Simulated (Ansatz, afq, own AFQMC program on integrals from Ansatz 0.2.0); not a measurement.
Atomization energy of AlNH₂, singlet

```xyz
4

Al    0.0000    0.0000    0.6968
N     0.0000    0.0000   -1.0992
H     0.0000    0.8223   -1.6887
H     0.0000   -0.8223   -1.6887
```

Connectivity, by distances: Al–NH2.

Atoms in their ground-state spins without spin–orbit coupling (mostly on UHF) minus the molecule (RHF), without zero-point energy. The geometry is a stationary point, not shown to be a minimum.

Basis aug-cc-pVDZ. Only valence electrons are correlated. Ansatz 0.2.0 and our own AFQMC program on the same integrals; the CISD trial comes from CCSD amplitudes, and released means the phaseless constraint is let go. ± is one standard error of the sampling. The errors of all members are added in quadrature.

No full CI on the walks' own integrals is used here; CCSDT(Q) serves as the reference and is uncertain by about the last step of the cluster series. Each member takes its own surest rung, up to full CI.

Errors are counted within aug-cc-pVDZ, not against nature.

| level | atomization energy (kJ/mol) |
| --- | --- |
| HF | 754.9 |
| MP2 | 1099.5 |

(1) From these cheaper values, estimate the atomization energy at the reference level in aug-cc-pVDZ.

(1) 1085.5 kJ/mol (CCSDT(Q) in aug-cc-pVDZ).

| level | atomization energy (kJ/mol) | error against CCSDT(Q) (kJ/mol) |
| --- | --- | --- |
| CCSD | 1067.6 | -17.9 |
| CCSD(T) | 1084.2 | -1.3 |
| ph-AFQMC/HF | 1095.1 ± 2.8 | 9.6 ± 2.8 |
| ph-AFQMC/CISD | 1085.8 ± 0.5 | 0.3 ± 0.5 |
| released AFQMC | 1085.9 ± 0.4 | 0.3 ± 0.4 |

Correlation beyond CCSD(T) adds 1.3 kJ/mol. The perturbative (T) step is worth +16.6 kJ/mol.

A walk keeps the symmetry of its determinant, which the program's search chose and which needn't be the lowest solution, so a lower state of the same spin and another symmetry isn't excluded. Released energies are given only where the last usable release times agree within the noise; a slower fall can still hide under it.
